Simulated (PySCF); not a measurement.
C5H7N.
Numbering: `[CH2:1]=[N:2][C@:3]12[CH2:4][C@H:5]1[CH2:6]2` (hydrogens: H7, H8 on C1; H9, H10 on C4; H11 on C5; H12, H13 on C6)

Level of theory: core-valence-separated Tamm–Dancoff BHandHLYP/aug-pcX-1 (pcseg-1 on H) in PySCF, non-relativistic, gas phase, PBE0-D3(BJ)/def2-SVP geometry. The energies are unshifted.

Task: List the carbon K-edge absorption lines.

Result: 
```csv
E (eV),f,core hole on,main final orbital,polarisation
282.78,0.0635,C1,LUMO (75 %),normal to the local trigonal plane
285.12,0.0382,C5,LUMO (60 %),–
285.56,0.0331,C4,LUMO (59 %),–
285.88,0.0063,C3,LUMO (86 %),–
285.95,0.0233,C6,LUMO (54 %),–
286.25,0.0101,C6,LUMO+1 (61 %),–
286.30,0.0101,C4,LUMO+2 (40 %),–
286.33,0.0093,C5,LUMO+3 (46 %),–
286.67,0.0235,C4,LUMO+3 (35 %),–
286.71,0.0230,C6,LUMO+3 (43 %),–
286.75,0.0222,C6,LUMO (33 %),–
286.78,0.0097,C1,LUMO+1 (49 %),in the local trigonal plane
287.03,0.0424,C3,LUMO+10 (40 %),–
287.06,0.0006,C5,LUMO+1 (45 %),–
287.14,0.0089,C4,spread,–
287.31,0.0066,C5,LUMO+2 (42 %),–
287.32,0.0065,C6,LUMO+2 (49 %),–
287.39,0.0314,C1,spread,in the local trigonal plane
287.46,0.0061,C4,spread,–
287.60,0.0060,C4,LUMO+1 (51 %),–
287.64,0.0066,C5,LUMO+4 (38 %),–
287.75,0.0014,C3,LUMO+1 (67 %),–
287.77,0.0080,C5,LUMO+10 (33 %),–
```

The first line with a tenth or more of the strongest one's intensity is at 282.78 eV (f = 0.063), with the hole on C1 (imine carbon), polarised normal to the local trigonal plane: a 1s→π* resonance. It is also the strongest listed.

Task: Give energies, oscillator strengths and core holes at the N K edge.

Result: 
| E (eV) | f | core hole on | main final orbital |
| --- | --- | --- | --- |
| 396.28 | 0.0617 | N2 | LUMO (80 %) |
| 401.45 | 0.0025 | N2 | LUMO+1 (53 %) |
| 401.86 | 0.0036 | N2 | LUMO+3 (31 %) |
| 402.01 | 0.0009 | N2 | LUMO+3 (51 %) |
| 402.14 | 0.0007 | N2 | LUMO+2 (53 %) |
| 402.56 | 0.0040 | N2 | LUMO+5 (40 %) |
| 402.80 | 0.0064 | N2 | LUMO+6 (78 %) |

The first line with a tenth or more of the strongest one's intensity is at 396.28 eV (f = 0.062), with the hole on N2 (imine nitrogen). It is also the strongest listed.

Roots within 0.03 eV whose holes lie on the same, on equivalent or on shared atoms are summed into one line, and the highest roots are left out, as the search may have cut off their partners. Final orbitals are the ground state's empty Kohn–Sham orbitals. A dash: too weak, shared between unlike atoms, or no plane or axis to refer to.

Task: What length of transition dipole belongs to the line at 286.75 eV?

Result: From f = (2/3) ΔE |μ|² in atomic units, with ΔE = 10.538 Eh and f = 0.0222: |μ| = 0.056 au = 0.14 D.

The ionisation thresholds weren't computed; near and above them a finite basis only mimics Rydberg series and continuum.

The run took 19 s on one thread, Arm Neoverse V2 (shared host).

The values belong to the conformer `[CH2:1]=[N:2][C@:3]12[CH2:4][C@H:5]1[CH2:6]2`: C1–N2–C3–C4 -169°.
